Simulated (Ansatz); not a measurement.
## HF⁻, quartet: reading a ladder of total energies

Geometry: that of the HF⁻, doublet, kept fixed. The doublet lies 10.9 eV lower here.

| atom | x (Å) | y (Å) | z (Å) |
| --- | --- | --- | --- |
| F | 0.0000 | 0.0000 | 0.0000 |
| H | 0.0000 | 0.0000 | 0.9990 |

Basis aug-cc-pVDZ; Ansatz 0.2.0. Only valence electrons are correlated (noble-gas cores frozen), which leaves 9 electrons in 31 orbitals. Prefix R: restricted or restricted open-shell reference; prefix U: unrestricted. This anion state lies near or above the neutral species, so the extra electron is weakly bound or unbound and the energies hang on the diffuse functions.

Full CI isn't at hand for all of this; UCCSDTQ serves as the reference, and is uncertain by about the last step of the cluster series.

Runs differ by some tens of microhartree through their thresholds and, for an open shell, their frozen cores, so steps under 0.03 kcal/mol mean nothing.

| level | total energy (hartree) |
| --- | --- |
| UHF | -99.651374 |
| UMP2 | -99.815898 |
| UCCSD | -99.830693 |
| UCCSD(T) | -99.833664 |
| UCCSDT | -99.833977 |
| UCCSDT(Q) | -99.834028 |
| UCCSDTQ | -99.834032 |

**Question.** What is the correlation energy at UCCSDTQ, and what share of it do UMP2 and UCCSD recover?

**Answer.** E(corr) = -99.834032 − (-99.651374) = -0.182658 hartree = -4.970 eV. UMP2: -0.164524 / -0.182658 = 90.07 %. UCCSD: -0.179319 / -0.182658 = 98.17 %.

**Question.** By how many kcal/mol does UCCSD(T) miss UCCSDTQ (1 hartree = 627.509 kcal/mol), and which steps make up the rest?

**Answer.** -99.833664 − (-99.834032) = 0.000368 hartree = 0.23 kcal/mol. Steps: UCCSDT − UCCSD(T) = -0.20, UCCSDT(Q) − UCCSDT = -0.03, UCCSDTQ − UCCSDT(Q) = 0.00 kcal/mol. That is within 1 kcal/mol of the reference in this basis, which itself misses far more of the correlation at the basis-set limit.
